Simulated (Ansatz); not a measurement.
Rock-salt PbTe: PBE at its full settings (plane-wave cutoff 520 eV, 10×10×10 k mesh, Fermi–Dirac smearing 0.01 eV, scalar-relativistic PAW data made under PBE) and at cheaper ones, in a cell of 2 atoms with Γ-centred meshes.

```tsv
level and setting	lattice constant a (Å)	bulk modulus B0 (GPa)
PBE (Ansatz)	6.569	38.5
PBE (2×2×2 k mesh) (Ansatz)	6.895	30.8
PBE (4×4×4 k mesh) (Ansatz)	6.569	38.7
PBE (6×6×6 k mesh) (Ansatz)	6.569	38.7
PBE (Fermi-Dirac smearing of 0.3 eV) (Ansatz)	6.572	37.6
```

Largest shifts from the full settings: lattice constant a +4.96 % (PBE (2×2×2 k mesh)), against a difference of +2.03 % of the full result from the reference 6.438 Å (measured, 120 K, not corrected to a static lattice; as tabulated in Noda, Masumoto, Ohba, Saito, Toriumi, Iwata, Shibuya, Acta Cryst. C 43, 1443 …); bulk modulus -20.0 % (PBE (2×2×2 k mesh)), against a difference of -3.3 % of the full result from the reference 39.8 GPa (measured, 300 K, no zero-point or thermal correction, sources range from 39.8 to 44.0; as tabulated in Hummer et al. (2007), doi:10.1103/physrevb.75.195211).

Ansatz's density-functional and Hartree–Fock values are scalar-relativistic unless marked +SOC, with PAW data made under PBE.

Run with cheap settings on purpose, which may leave them unconverged: PBE (2×2×2 k mesh), PBE (4×4×4 k mesh), PBE (6×6×6 k mesh), PBE (Fermi-Dirac smearing of 0.3 eV).

Ansatz is a first-principles code.
